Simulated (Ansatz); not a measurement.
# C5H7N, SMILES C=C=CCC=N: a ranking of conformers

Computed with Ansatz's Python interface.

At the Python prompt:
```pycon
>>> import ansatz as az
>>> from rdkit import Chem
>>> from rdkit.Chem import AllChem
>>> rd = Chem.AddHs(Chem.MolFromSmiles("C=C=CCC=N"))
>>> ids = list(AllChem.EmbedMultipleConfs(rd, numConfs=20, randomSeed=188, pruneRmsThresh=0.4))
>>> field = [energy for _, energy in AllChem.MMFFOptimizeMoleculeConfs(rd)]
>>> distinct = {round(e, 2): i for i, e in zip(ids, field)}
>>> chosen = sorted(distinct.items())[:4]
>>> found = []
>>> for force_field, index in chosen:
...     mol = az.Crystal.molecule()
...     for atom, xyz in zip(rd.GetAtoms(), rd.GetConformer(index).GetPositions()):
...         mol = mol.atom(atom.GetSymbol(), xyz.round(5).tolist())
...     setup = (
...         mol.calculation()
...         .basis(gaussian="cc-pVDZ")
...         .functional("hf")
...     )
...     found.append(setup.run(threads=1).report["free_energy_ev"])
...
>>> print("conformer   MMFF (kcal/mol)   this level (eV)")
conformer   MMFF (kcal/mol)   this level (eV)
>>> for (force_field, index), e in zip(chosen, found):
...     print(f"{index:9d} {force_field - chosen[0][0]:17.2f} {(e - min(found)):17.3f}")
...
        8              0.00             0.247
        2              1.05             0.047
        6              1.62             0.000
        7              1.78             0.965
```

The conformers keep their force-field geometries. Hardware and time: 12 s on 1 thread of Arm Neoverse V1 (shared host), peak memory 0.32 GiB.
